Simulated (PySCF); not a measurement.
# Assigning NMR signals

Structure with atom numbers: `[CH2:1]=[CH:2][C:3](=[CH2:4])[CH3:5]` (H(Xn): hydrogen on atom n). Ha(C4) is cis to C2; Ha(C1) is cis to C3; Hb(C4) is trans to C2; Hb(C1) is trans to C3.

PySCF 2.14.0 with density-fitted response routines calculation with structure optimised with GFN2-xTB, J couplings at B3LYP/pcJ-1 (without the spin–dipole term) and σ from GIAO-PBE0/pcSseg-1; one conformer, fast rotation and ring inversion assumed for equivalent nuclei, in vacuum, non-relativistic Hamiltonian.

Referencing at the same level of theory: TMS for $^{13}$C, $^{1}$H.

(1) Assign these signals to the numbered atoms. $^{13}$C{$^{1}$H} NMR (computed): δ 150.4, 147.8, 125.1, 120.0, 20.6.

(2) Assign these signals to the numbered atoms. $^{1}$H NMR (300 MHz, computed): δ 6.72 (m, 1H), 5.41 (m, 1H), 5.39 (d, J = 18.4 Hz, 1H), 5.39 (m, 1H), 5.29 (q, J = 1.3 Hz, 1H), 1.95 (t, J = 1.5 Hz, 3H).

Results:

(1) 
| δ (ppm) | atoms | environment | reason |
| --- | --- | --- | --- |
| 150.4 | C3 | fully substituted alkene carbon | an sp2 carbon of a C=C bond |
| 147.8 | C2 | alkene CH | the olefinic region |
| 125.1 | C4 | terminal =CH2 carbon | as expected for a trigonal carbon in a double bond |
| 120.0 | C1 | terminal =CH2 carbon | – |
| 20.6 | C5 | allylic methyl carbon | a saturated carbon with 1 carbon neighbour and no heteroatom attached |

(2) 
6.72 → H(C2), hydrogen on an alkene CH: olefinic region
5.41 → Hb(C1), hydrogen on a terminal =CH2 carbon: olefinic region
5.39 → Ha(C1), hydrogen on a terminal =CH2 carbon
5.39 → Hb(C4), hydrogen on a terminal =CH2 carbon
5.29 → Ha(C4), hydrogen on a terminal =CH2 carbon
1.95 → H(C5), hydrogen on an allylic methyl carbon: allylic position

Hb(C1) and Ha(C1); Ha(C1) and Hb(C4); Hb(C4) and Ha(C4) lie closer than the usual error of such a calculation, so a measured spectrum could show them in the other order.

Multiplet labels drop couplings under 1 Hz and merge nearly equal ones. Unscaled 3J(H,H) at this level run about 10 % above measured values. Shifts are as computed. Against solution values, carbons near 30 ppm lie about +3 ppm off and those near 130 ppm about +5 ppm. Of 1211 compounds with measured shifts, 218 miss one by over three times the rms of a fit or turn the order of signals round; such compounds aren't used in these exercises.
